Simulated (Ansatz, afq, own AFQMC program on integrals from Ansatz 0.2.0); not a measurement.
# Where AFQMC and coupled cluster stand for BNH, quartet

```xyz
3

B     0.0000    0.0798    0.8638
N     0.0000   -0.1176   -0.5879
H     0.0000    0.7790   -1.0947
```

Connectivity, by distances: B–NH.

Basis cc-pVDZ. Only valence electrons are correlated. Ansatz 0.2.0 and our own AFQMC program on the same integrals; the CISD trial comes from CCSD amplitudes, and released means the phaseless constraint is let go. Free projection: walkers drawn from exp(T), propagated without any constraint. Its projection time is finite, and what remains of the start isn't in its error. Error bars are statistical, one sigma.

Determinant: UHF, the one that the program's search chose, which needn't be the lowest solution. The geometry is a point of a scan.

No full CI on the walks' own integrals is used here; CCSDT(Q) serves as the reference and is uncertain by about the last step of the cluster series.

Cautions: lower spins were not checked; the ph-AFQMC/HF walk drifts between its halves (2.4 errors).

The T1 diagnostic is 0.0233 and the weight of the determinant in the CISD state is 0.916. The ⟨S²⟩ of the determinant is 3.756. The size of the correlated space is 9 electrons in 31 orbitals.

Reference: CCSDT(Q), correlation energy -5.334 eV. The released energy is read at 2.40 1/Eh (meV from the phaseless value at times in 1/Eh: -29 ± 10 at 0.24, -27 ± 11 at 0.51, -36 ± 10 at 0.99, -25 ± 13 at 1.62, -34 ± 15 at 2.40).

```csv
level,E − E(reference) (kcal/mol),share of correlation (%)
HF,123.00,0.00
MP2,18.93,84.61
CCSD,4.08,96.68
CCSD(T),0.88,99.29
CCSDT,0.26,99.79
ph-AFQMC/HF,1.83 ± 1.33,98.51
ph-AFQMC/CISD,0.72 ± 0.22,99.41
released AFQMC,-0.07 ± 0.35,100.06
free AFQMC,-0.18 ± 0.52,100.15
```

Free projections are given only where their last times agree within the noise and don't stop above the reference; a slow remainder of the start can still hide under it. A walk keeps the symmetry of its determinant, which the program's search chose and which needn't be the lowest solution, so a lower state of the same spin and another symmetry isn't excluded. Released energies are given only where the last usable release times agree within the noise; a slower fall can still hide under it.
